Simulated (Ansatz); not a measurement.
The same path of C₂H₄OS (8 atoms, charge 0, multiplicity 1) was run 3 times with different band settings. The coordinate that changes most is the dihedral S4–C2–O3–H8.

Method: RKS BLYP/cc-pVDZ in Ansatz.

Relaxed end points:

```xyz
8
Properties=species:S:1:pos:R:3
C 0.143 0.973 -0.063
C -0.072 -0.516 -0.202
O -0.070 -1.120 1.015
S -0.290 -1.355 -1.623
H 1.105 1.165 0.458
H -0.656 1.409 0.574
H 0.147 1.468 -1.048
H -0.215 -2.081 0.835
```

```xyz
8
Properties=species:S:1:pos:R:3
C 0.119 0.805 -0.055
C -0.109 -0.658 -0.396
O -0.136 -1.500 0.680
S -0.319 -1.261 -1.922
H 1.078 0.931 0.496
H -0.694 1.179 0.607
H 0.148 1.424 -0.967
H 0.006 -0.976 1.502
```

Common settings: spring 5.0 eV/Å²; start path IDPP; force threshold 0.05 eV/Å; iteration limit 60; end points relaxed.

| run | movable images | climbing image | optimiser |
| --- | --- | --- | --- |
| 1 | 7 | yes | quadratic models (default) |
| 2 | 1 | no | quadratic models (default) |
| 3 | 7 | from the first iteration | lbfgs |

Task: What does each run give, and how far can it be trusted?

Result: Run 1: converged after 8 iterations, highest image 0.695 eV above the first end. A vibrational analysis at the climbing image gives one clearly imaginary mode, 647i cm⁻¹: a first-order saddle point.
Run 2: converged after 5 iterations, highest image 0.689 eV above the first end. The dihedral S4–C2–O3–H8 jumps by 91° between images 1 and 2, so the path isn't resolved there. No image climbed, so the highest image needn't sit at the top of the path. So few images can step over the top or miss a turn of the path.
Run 3: converged after 33 iterations, highest image 0.695 eV above the first end. Another band between the same ends (7 images) ends at a top of the same energy, where a vibrational analysis finds 1 clearly imaginary mode.
